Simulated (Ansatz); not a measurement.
# H7Si2: the cost of one run

Method: UKS r2SCANh/cc-pVDZ, in Ansatz 0.2.0.

## Step 1: Starting point

Bond lengths: Si1–H3 1.460 Å, Si1–H4 1.459 Å, Si1–H5 1.459 Å, Si6–H7 1.460 Å, Si6–H8 1.460 Å, Si6–H9 1.460 Å. Angles: H3–Si1–H4 109.5°, H3–Si1–H5 109.5°, H4–Si1–H5 109.5°, H7–Si6–H8 109.4°, H7–Si6–H9 109.4°, H8–Si6–H9 109.4°.

Coordinates:

```xyz
9

Si    0.0000    0.0000    0.0000
H     0.0000    0.0000    1.7100
H     1.3768    0.0000   -0.4862
H    -0.6877    1.1914   -0.4862
H    -0.6877   -1.1914   -0.4862
Si    0.0000    0.0000    3.4700
H    -0.7436   -1.1581    3.9574
H     1.3747   -0.0649    3.9574
H    -0.6311    1.2230    3.9574
```

## Step 2: A restrained relaxation towards end A

Springs on the bonds that form and break draw the guess towards this end; the thresholds are loose.

Contents of input.yaml:

```yaml
crystal:
  periodic: [false, false, false]
  atoms:
    - { symbol: Si, position_ang: [0.0, 0.0, 0.0] }
    - { symbol: H, position_ang: [0.0, 0.0, 1.71] }
    - { symbol: H, position_ang: [1.3768, 0.0, -0.4862] }
    - { symbol: H, position_ang: [-0.6877, 1.1914, -0.4862] }
    - { symbol: H, position_ang: [-0.6877, -1.1914, -0.4862] }
    - { symbol: Si, position_ang: [0.0, 0.0, 3.47] }
    - { symbol: H, position_ang: [-0.7436, -1.1581, 3.9574] }
    - { symbol: H, position_ang: [1.3747, -0.0649, 3.9574] }
    - { symbol: H, position_ang: [-0.6311, 1.223, 3.9574] }
magnetization:
  spin_polarized: true
  initial_magnetization: 1
basis:
  gaussian: { orbitals: cc-pVDZ }
hamiltonian:
  xc: r2scanh
relax:
  f_tol: 0.15
  max_steps: 25
  restrain:
    - { distance: [1, 5], at: 2.66, k: 30.0 }
    - { distance: [0, 1], at: 1.46, k: 30.0 }
```

The run is started by

```console
$ ansatz run input.yaml --threads 2 --pin off --max-ram 3072MiB --backend cpu --events-out ev --progress --plain --runs-dir out
```

What time and memory should one allow on 2 threads of Arm Neoverse V1, shared host?

About 22 s, with a peak of 0.21 GiB.
